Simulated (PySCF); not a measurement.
Computed and published core binding energies of `[C-]#[N+]C(C)(C)C`

Measured values to reproduce (core binding energies): C 1s of C4/C5/C6 291.06 eV [1]; C 1s of C1 291.83 eV [1]; C 1s of C3 292.84 eV [1]; N 1s of N2 (atom 2) 406.05 eV [1]. Sources and the comparison follow the method.

C5H9N.
Numbering: `[C-:1]#[N+:2][C:3]([CH3:4])([CH3:5])[CH3:6]`

Method used: delta-SCF UKS SCAN, pcX-3 on the ionised atom, pcseg-2 elsewhere, spin-free X2C (PySCF 2.14.0). Vertical ΔSCF values, vacuum level as zero.

```csv
atom,environment,level,this calculation (eV),reference (eV),difference (eV),source
C4/C5/C6,methyl carbon,C 1s,290.96,291.06,-0.10,[1]
C1,isocyanide carbon,C 1s,291.50,291.83,-0.33,[1]
C3,sp3 carbon bound to nitrogen,C 1s,292.75,292.84,-0.09,[1]
N2,isocyanide nitrogen,N 1s,405.89,406.05,-0.16,[1]
```

[1] measured, gas; Beach, A photoelectron spectroscopic study of bonding in inorganic and organometallic compounds, PhD thesis, LBL 1985

Task: How far is it from the measured entries?

Result: Over the 4 different measured values (4 distinct lines) the mean signed difference is -0.17 eV, the mean unsigned one 0.17 eV and the largest 0.33 eV. The calculation is vertical and has no vibrational structure, and measured positions depend on the energy calibration.

Lowest listed C 1s: C4/C5/C6, bonded to C and 3 H. Highest, 1.79 eV above it: C3, bonded to N and 3 C. The widest gap between neighbouring values is 1.25 eV, between 291.50 and 292.75 eV. Summing the Pauling electronegativity differences to the bonded atoms, each weighted by its formal bond order, gives -1.05 for the lowest site and +0.49 for the highest; the largest sum, +1.47, belongs to C1, 1.25 eV below the top.

Atoms equivalent by their bonding share one computed value, that of the first of them. Geometry: PBE0-D3(BJ)/def2-TZVP; no solvent, vibrations or thermal averaging.
